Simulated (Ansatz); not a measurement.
Geometry optimisation, RKS PBE0-D4/def2-SVP in Ansatz.

input.yaml

```yaml
crystal:
  periodic: [false, false, false]
  atoms:
    - { symbol: Na, position_ang: [-2.85888, -1.04076, -0.25047] }
    - { symbol: B, position_ang: [-0.49761, -1.00992, 0.12669] }
    - { symbol: Si, position_ang: [0.5909, 0.58642, -0.02519] }
    - { symbol: H, position_ang: [0.11647, -1.98471, 0.42724] }
    - { symbol: H, position_ang: [0.47133, 1.19589, -1.38203] }
    - { symbol: H, position_ang: [0.12133, 1.64986, 0.90943] }
    - { symbol: H, position_ang: [2.05646, 0.60322, 0.19434] }
basis:
  gaussian: { orbitals: def2-SVP }
hamiltonian:
  xc: pbe0
  dispersion: d4
relax:
  f_tol: 0.015
  max_steps: 40
output:
  orbitals: {}
```

Launched with:

```bash
$ ansatz run input.yaml --threads 1 --pin off --max-ram 2048MiB --backend cpu --events-out ev --progress --plain --runs-dir out
```

Question: Where does it end, and by what steps?

Answer: The forces met the threshold. After 5 steps the energy has fallen by 0.107 eV; Na1 moved furthest, 0.13 Å.

```
step  energy less start (eV)  largest force component (eV/Å)  accepted
   0                  0.0000                           0.896       yes
   1                 -0.0958                           0.314       yes
   2                 -0.1046                           0.058       yes
   3                 -0.1059                           0.034       yes
   4                 -0.1064                           0.025       yes
   5                 -0.1065                           0.012       yes
```

```xyz
7
Properties=species:S:1:pos:R:3
Na -2.893 -0.917 -0.282
B -0.442 -1.078 0.149
Si 0.626 0.615 -0.028
H 0.138 -2.104 0.460
H 0.404 1.186 -1.406
H 0.049 1.640 0.916
H 2.119 0.659 0.191
```

Whether the end is a true minimum wasn't checked by a vibrational analysis.

The run took 35 s on 1 thread of Intel(R) Xeon(R) Processor @ 2.50GHz (Skylake/Cascade Lake) (shared host), peak memory 0.15 GiB.
